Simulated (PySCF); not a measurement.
Molfile (atoms numbered from 1):
```
H3P
     RDKit          3D

  4  3  0  0  0  0  0  0  0  0999 V2000
   -0.0015    0.0035    0.5704 P   0  0  0  0  0  0  0  0  0  0  0  0
   -0.5587    1.0086   -0.2056 H   0  0  0  0  0  0  0  0  0  0  0  0
    1.1583   -0.0163   -0.1896 H   0  0  0  0  0  0  0  0  0  0  0  0
   -0.5880   -0.9910   -0.1980 H   0  0  0  0  0  0  0  0  0  0  0  0
  1  2  1  0
  1  3  1  0
  1  4  1  0
M  END
```

Geometry: GFN2-xTB; GIAO absolute shieldings from PySCF 2.14, gas phase, non-relativistic, averaged over equivalent atoms.

At LDA/aug-cc-pVDZ (54 basis functions, about 0.5 core-seconds):
| atoms | σ (ppm) |
| --- | --- |
| P1 | 670.1 |
| H2/H3/H4 | 30.25 |

Predict the values at B97-2/cc-pVTZ on the same geometry.

## Answers


```csv
atoms,σ at B97-2/cc-pVTZ,change
P1,614.7,-55.4
H2/H3/H4,30.50,+0.25
```

The largest change is at P1 (phosphorus bonded to 3 H). Cost: 76 basis functions, of the order of 0.9 core-seconds.
